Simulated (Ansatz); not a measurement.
One geometry of C2H6O3 (`OCOCO`), several functionals.

```yaml
crystal:
  periodic: [false, false, false]
  atoms:
    - {symbol: O, position_ang: [-1.389823, 0.425782, 1.176030]}
    - {symbol: C, position_ang: [-0.743460, -0.714424, 0.704338]}
    - {symbol: O, position_ang: [0.647228, -0.552673, 0.558595]}
    - {symbol: C, position_ang: [1.029389, 0.488321, -0.288423]}
    - {symbol: O, position_ang: [0.528371, 0.359479, -1.588550]}
    - {symbol: H, position_ang: [-1.672891, 0.956018, 0.427175]}
    - {symbol: H, position_ang: [-0.856173, -1.494415, 1.456628]}
    - {symbol: H, position_ang: [-1.180730, -1.040585, -0.246326]}
    - {symbol: H, position_ang: [0.658226, 1.450382, 0.076067]}
    - {symbol: H, position_ang: [2.122847, 0.486620, -0.266408]}
    - {symbol: H, position_ang: [0.922315, -0.421606, -1.988428]}
basis:
  gaussian: {orbitals: def2-TZVPP}
hamiltonian: {xc: {name: B2PLYP}}
```

```sh
$ ansatz run in.yaml --threads 4 --pin off --events-out ev --progress --plain --max-ram 10444MiB
```

It prints (some lines left out):

```
Functional definition: B2PLYP
1478 factors; integrals over basis functions are off by at most 1.1e-3 eV
mean field evaluation 1: about -8295.5102 eV, gradient 5.5e1 eV
mean field evaluation 2: about -8295.6853 eV, gradient 5.5e1 eV
mean field evaluation 4: about -8300.7192 eV, gradient 3.8e0 eV
mean field evaluation 8: about -8300.7572 eV, gradient 4.9e-1 eV
mean field evaluation 16: about -8300.7576 eV, gradient 1.2e-4 eV
mean field -8300.75759635 eV, -305.0472152103 hartree, gradient 5.3e-6 eV, S^2 0.000000; 0 other end points of the search recorded, 0 dependent functions left out
5 core orbitals not correlated: weight in the atoms' cores, before any rotation towards them, 1.000 or more for the frozen orbitals, at most 0.000 for the correlated occupied ones
reference -8300.75775248 eV, -305.0472209481 hartree; 16, 16 occupied and 218, 218 virtual orbitals, 1478 factors
second order -34.65222326 eV of doubles, -0.00000000 eV of singles
Total energy: -8310.11385276 eV, -305.3910512916 hartree
```

Hardware: 4 threads of an Arm Neoverse V1 on a shared host. Wall time 4.4 s, peak host memory 0.62 GiB.

The same input with `hamiltonian: {xc: {name: B3LYP}, dispersion: d4}` and forces (abridged; 3.4 s):

```
Functional definition: B3LYP
mean field evaluation 16: about -8316.1835 eV, gradient 1.3e-4 eV
mean field -8316.18349697 eV, -305.6141066020 hartree, gradient 2.1e-5 eV, S^2 0.000000
Total energy: -8316.44875885 eV, -305.6238547962 hartree
Atom 0 force    -0.163807     0.259845     0.078993 eV/Å
Atom 1 force    -0.193041    -0.473204    -0.005811 eV/Å
Atom 2 force     0.188658    -0.162974     0.131266 eV/Å
Atom 3 force     0.325551     0.365634     0.166598 eV/Å
Atom 4 force    -0.085523    -0.036248    -0.307478 eV/Å
Atom 5 force    -0.044366     0.057908     0.014851 eV/Å
Atom 6 force    -0.003262     0.039405    -0.052338 eV/Å
Atom 7 force     0.017107     0.018008     0.071954 eV/Å
Atom 8 force     0.032319    -0.059314    -0.023326 eV/Å
Atom 9 force    -0.063635     0.011471    -0.007631 eV/Å
Atom 10 force    -0.009999    -0.020531    -0.067076 eV/Å
Dipole moment:     0.047706    -0.100310    -0.334022 e Å
```

Changing it to `hamiltonian: {xc: r2scan, dispersion: d4}` and forces (abridged; 3.8 s):

```
Functional definition: r2SCAN
mean field evaluation 16: about -8311.7216 eV, gradient 5.1e-4 eV
mean field -8311.72161023 eV, -305.4501352888 hartree, gradient 6.6e-5 eV, S^2 0.000000
Total energy: -8311.76397794 eV, -305.4516922735 hartree
Atom 0 force    -0.138790     0.249485     0.166587 eV/Å
Atom 1 force    -0.207015    -0.305834    -0.085155 eV/Å
Atom 2 force     0.288410    -0.228510     0.199139 eV/Å
Atom 3 force     0.218797     0.264587     0.091117 eV/Å
Atom 4 force    -0.164075     0.042957    -0.301491 eV/Å
Atom 5 force    -0.003305     0.019503    -0.046746 eV/Å
Atom 6 force     0.011612     0.012326     0.001420 eV/Å
Atom 7 force    -0.007977     0.000058    -0.024094 eV/Å
Atom 8 force    -0.029037     0.009200    -0.005051 eV/Å
Atom 9 force     0.006287    -0.013631     0.010064 eV/Å
Atom 10 force     0.025092    -0.050140    -0.005789 eV/Å
Dipole moment:     0.044255    -0.097314    -0.331970 e Å
```

Changing it to `hamiltonian: {xc: pbe, dispersion: d4}` and forces (abridged; 2.1 s):

```
Functional definition: PBE
mean field evaluation 16: about -8306.7342 eV, gradient 4.4e-4 eV
mean field -8306.73417839 eV, -305.2668505492 hartree, gradient 3.4e-5 eV, S^2 0.000000
Total energy: -8306.90116159 eV, -305.2729870685 hartree
Atom 0 force    -0.195296     0.234630     0.603675 eV/Å
Atom 1 force    -0.205989    -0.234871    -0.091208 eV/Å
Atom 2 force     0.521813    -0.431104     0.376728 eV/Å
Atom 3 force     0.204878     0.197329     0.039184 eV/Å
Atom 4 force    -0.409876     0.393565    -0.424450 eV/Å
Atom 5 force    -0.145853     0.253746    -0.364880 eV/Å
Atom 6 force    -0.019593    -0.190969     0.172130 eV/Å
Atom 7 force    -0.117152    -0.092307    -0.227904 eV/Å
Atom 8 force    -0.095442     0.248981     0.071621 eV/Å
Atom 9 force     0.263634     0.002650     0.040569 eV/Å
Atom 10 force     0.198874    -0.381651    -0.195465 eV/Å
Dipole moment:     0.041310    -0.093552    -0.325183 e Å
```

With the line `hamiltonian: {xc: {name: wB97X-V}}` (abridged; 6.5 s):

```
Functional definition: wB97X-V
mean field evaluation 16: about -8313.3923 eV, gradient 4.9e-5 eV
mean field -8313.39234982 eV, -305.5115338362 hartree, gradient 4.9e-5 eV, S^2 0.000000
Total energy: -8313.39234807 eV, -305.5115337717 hartree
```

B3LYP takes the VWN-RPA correlation (the form of Gaussian; ORCA's B3LYP/G).
